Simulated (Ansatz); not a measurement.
# Nudged elastic band run: FH₂SSi

Input file:

```yaml
crystal:
  periodic: [false, false, false]
  atoms:
    - { symbol: F, position_ang: [-0.333111, -0.020419, 1.606129] }
    - { symbol: Si, position_ang: [0.087938, -0.082321, 0.04076] }
    - { symbol: S, position_ang: [-1.15388, 1.06772, -1.217165] }
    - { symbol: H, position_ang: [-0.019898, -1.501429, -0.396462] }
    - { symbol: H, position_ang: [1.468851, 0.46285, -0.074663] }
magnetization:
  spin_polarized: true
  initial_magnetization: 1
basis:
  gaussian: { orbitals: def2-SVP }
hamiltonian:
  xc: pbe0
  dispersion: d4
neb:
  order_check: false
  images: 7
  f_tol: 0.2
  max_iterations: 60
  final_atoms:
    - { symbol: F, position_ang: [-0.24906791, -0.30158226, 1.7386903] }
    - { symbol: Si, position_ang: [0.18776069, -0.69007671, 0.21679366] }
    - { symbol: S, position_ang: [-0.05080844, 0.94680137, -1.13230472] }
    - { symbol: H, position_ang: [-0.75567523, -1.73948828, -0.28483471] }
    - { symbol: H, position_ang: [0.91769089, 1.71074687, -0.57974553] }
  initial_path:
    images:
      - { positions_ang: [[-0.333111, -0.020419, 1.606129], [0.087938, -0.082321, 0.04076], [-1.15388, 1.06772, -1.217165], [-0.019898, -1.501429, -0.396462], [1.468851, 0.46285, -0.074663]] }
      - { positions_ang: [[-0.37042053, -0.05526878, 1.62769771], [0.11104364, -0.13891426, 0.09229063], [-1.00518421, 1.09735988, -1.19141088], [-0.03389946, -1.54150795, -0.36432041], [1.34836055, 0.56473211, -0.20565806]] }
      - { positions_ang: [[-0.40773006, -0.09011856, 1.64926643], [0.13414929, -0.19550752, 0.14382127], [-0.85648841, 1.12699976, -1.16565675], [-0.04790092, -1.5815869, -0.33217882], [1.22787011, 0.66661423, -0.33665312]] }
      - { positions_ang: [[-0.44503959, -0.12496834, 1.67083514], [0.15725493, -0.25210079, 0.1953519], [-0.70779262, 1.15663964, -1.13990263], [-0.06190239, -1.62166585, -0.30003723], [1.10737966, 0.76849634, -0.46764818]] }
      - { positions_ang: [[-0.48234912, -0.15981812, 1.69240385], [0.18036058, -0.30869405, 0.24688253], [-0.55909683, 1.18627952, -1.11414851], [-0.07590385, -1.66174481, -0.26789564], [0.98688922, 0.87037845, -0.59864324]] }
      - { positions_ang: [[-0.42402882, -0.19525916, 1.70397547], [0.18221061, -0.40403971, 0.23936031], [-0.43202473, 1.12640999, -1.11868756], [-0.2458467, -1.68118067, -0.2721304], [0.96958963, 1.08047056, -0.59391881]] }
      - { positions_ang: [[-0.36570851, -0.23070019, 1.71554708], [0.18406063, -0.49938538, 0.2318381], [-0.30495263, 1.06654045, -1.12322662], [-0.41578954, -1.70061654, -0.27636517], [0.95229005, 1.29056266, -0.58919439]] }
      - { positions_ang: [[-0.30738821, -0.26614122, 1.72711869], [0.18591066, -0.59473104, 0.22431588], [-0.17788053, 1.00667091, -1.12776567], [-0.58573239, -1.72005241, -0.28059994], [0.93499047, 1.50065477, -0.58446996]] }
      - { positions_ang: [[-0.24906791, -0.30158226, 1.7386903], [0.18776069, -0.69007671, 0.21679366], [-0.05080844, 0.94680137, -1.13230472], [-0.75567523, -1.73948828, -0.28483471], [0.91769089, 1.71074687, -0.57974553]] }
```

Launched with:

```bash
$ ansatz run input.yaml --threads 1 --pin off --max-ram 2048MiB --backend cpu --events-out ev --progress --plain --runs-dir out
```

Output, in part (warnings, iteration lines, the closing report on the highest movable image, with atoms numbered from 0):

```
NEB end point (image 0): max|allowed force component| = 6.850e-3 eV/Å (the criterion of neb.relax_end_points is 4.000e-2)
NEB end point (image 8): max|allowed force component| = 1.685e-2 eV/Å (the criterion of neb.relax_end_points is 4.000e-2)
NEB iter   1: max|band force component| = 1.745e0 eV/Å  barrier→ = 1.2879 eV  barrier← = 1.1997 eV  Δτ_max = 0.1955 Å  (373 SCF iters)
NEB iter   2: max|band force component| = 9.855e-1 eV/Å  barrier→ = 1.0768 eV  barrier← = 0.9887 eV  Δτ_max = 0.1329 Å  (264 SCF iters)
NEB iter   3: max|band force component| = 1.105e0 eV/Å  barrier→ = 0.9748 eV  barrier← = 0.8866 eV  Δτ_max = 0.0479 Å  (227 SCF iters)
NEB iter   4: max|band force component| = 6.862e-1 eV/Å  barrier→ = 1.0100 eV  barrier← = 0.9219 eV  CI = image 3  Δτ_max = 0.0668 Å  (210 SCF iters)
NEB iter   5: max|band force component| = 4.804e-1 eV/Å  barrier→ = 1.1040 eV  barrier← = 1.0159 eV  CI = image 3  Δτ_max = 0.0477 Å  (222 SCF iters)
NEB iter   6: max|band force component| = 2.672e-1 eV/Å  barrier→ = 1.1162 eV  barrier← = 1.0281 eV  CI = image 3  Δτ_max = 0.0180 Å  (212 SCF iters)
NEB iter   7: max|band force component| = 1.308e-1 eV/Å  barrier→ = 1.1171 eV  barrier← = 1.0289 eV  CI = image 3  Δτ_max = 0.0000 Å  (434 SCF iters)
Total energy: -21444.53896469 eV, -788.0722713217 hartree
Atom 0 at    -0.425145    -0.182455     1.717817 Å, force     0.014459     0.001310    -0.004569 eV/Å
Atom 1 at     0.057393    -0.281418     0.173787 Å, force    -0.058610     0.108473    -0.063995 eV/Å
Atom 2 at    -0.525270     1.221851    -1.131970 Å, force     0.072148    -0.082255     0.078506 eV/Å
Atom 3 at    -0.035416    -1.710065    -0.223545 Å, force     0.020210    -0.003112    -0.008876 eV/Å
Atom 4 at     0.978338     0.878487    -0.577489 Å, force    -0.048206    -0.024417    -0.001066 eV/Å
Dipole moment:     0.176895    -0.231405    -0.089478 e Å
```

The forces met the threshold. The threshold of 0.2 eV/Å is loose, so the images may lie well off the minimum-energy path. Another band between the same ends (7 images) ends at a top of the same energy, where a vibrational analysis finds 1 clearly imaginary mode.

Final band (atoms are numbered from 1 in the order of the input):

| image | path coordinate (Å) | energy (eV) | Si2–H5 (Å) | S3–H5 (Å) |
| --- | --- | --- | --- | --- |
| 0 | 0.00 | 0.00 | 1.49 | 2.92 |
| 1 | 0.39 | 0.13 | 1.50 | 2.55 |
| 2 | 0.78 | 0.59 | 1.54 | 2.09 |
| 3 | 1.16 | 1.12 | 1.66 | 1.64 |
| 4 | 1.49 | 0.71 | 1.92 | 1.40 |
| 5 | 1.82 | 0.32 | 2.25 | 1.35 |
| 6 | 2.14 | 0.15 | 2.55 | 1.35 |
| 7 | 2.46 | 0.11 | 2.63 | 1.35 |
| 8 | 2.79 | 0.09 | 2.63 | 1.35 |

Run time: 4.2 min on 1 thread of Arm Neoverse N1 (shared host), peak memory 0.15 GiB.
